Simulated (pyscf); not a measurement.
**Insertion: germylene (GeH₂) [singlet] + methanol (H₃C–OH) → H₃C–O–GeH₃**

Gas phase, singlet surface, charge 0. Bonds broken: O5–H9. Bonds formed: Ge1–O5, Ge1–H9. Optimised with ωB97X-D3(BJ)/def2-SVP in PySCF. Correlated levels are frozen-core, on RHF or UHF. ΔMP2 is the change of the MP2 total energy from the triple- to the quadruple-zeta basis.

Transition state (Å):

```xyz
9

Ge     0.8304     1.5934     0.0264
H      1.8689     1.4489    -1.1096
H      1.3664     0.7154     1.1856
C     -1.2972    -0.3733     0.2874
O     -0.7395     0.5484    -0.6249
H     -0.6388    -1.2549     0.3918
H     -2.2823    -0.7037    -0.0806
H     -1.4337     0.0681     1.2947
H     -0.7577     1.8498    -0.1943
```

One imaginary mode, 1549i cm⁻¹; descent along it reached the two sides named, in the forms told below.

```
bond    change  reactant side (Å)  saddle  product side
------  ------  -----------------  ------  ------------
O5–H9   breaks              0.966   1.371           2.7
Ge1–O5   forms              2.175   1.995         1.781
Ge1–H9   forms                2.7   1.624         1.541
```

Electronic energies relative to the separated reactants (kcal/mol):

```csv
level,barrier,reaction energy,reverse barrier
ωB97X-D3(BJ)/def2-TZVP,13.6,-49.0,62.6
PBE/def2-TZVP,6.3,-43.2,49.5
r²SCAN/def2-TZVP,5.5,-49.4,54.8
B3LYP-D3(BJ)/def2-TZVP,13.5,-43.1,56.6
PBE0-D3(BJ)/def2-TZVP,10.5,-46.6,57.1
M06-2X/def2-TZVP,14.1,-47.8,61.9
ωB97M-D3(BJ)/def2-TZVP,16.6,-42.9,59.5
HF/def2-TZVP,36.6,-42.5,79.1
MP2/def2-QZVPP,8.9,-50.2,59.1
CCSD/def2-TZVPP,18.2,-46.0,64.1
CCSD(T)/def2-TZVPP,13.5,-47.1,60.6
CCSD(T)/def2-TZVPP + ΔMP2(QZVPP),13.4,-46.2,59.6
```

With CCSD(T)/def2-TZVPP + ΔMP2(QZVPP) energies and thermal terms (ideal gas, 1 atm, RRHO with modes under 100 cm⁻¹ raised to 100, one conformer, R ln 2 for chiral ones without a mode under 150 cm⁻¹), in kcal/mol:

| T (K) | ΔH‡ | ΔG‡ | ΔH | ΔG |
|---|---|---|---|---|
| 298 | 12.2 | 22.8 | -45.4 | -34.7 |
| 600 | 12.5 | 33.4 | -45.0 | -24.0 |
| 900 | 13.1 | 43.7 | -43.9 | -13.8 |
| 1200 | 13.9 | 53.8 | -42.7 | -3.9 |

On the reactant side the descent ends in an adduct with a Ge–O contact, 19.6 kcal/mol under the separated species and 33.2 kcal/mol under the saddle at ωB97X-D3(BJ)/def2-TZVP. What is counted as formed (Ge–O) is already present as a longer contact in the reactant adduct; forming that adduct is a step of its own. One saddle was located; it need not be the lowest between these sides. The CCSD(T) − MP2 part came from Ansatz, without density fitting, on the same reference. The frozen core leaves the outer d or s,p core shells of the metals and heavy elements correlated in the MP2 and CC values, and def2-TZVPP describes them poorly, which can shift differences by a few kcal/mol. Elements up to Kr have no core potential and no relativistic terms here.
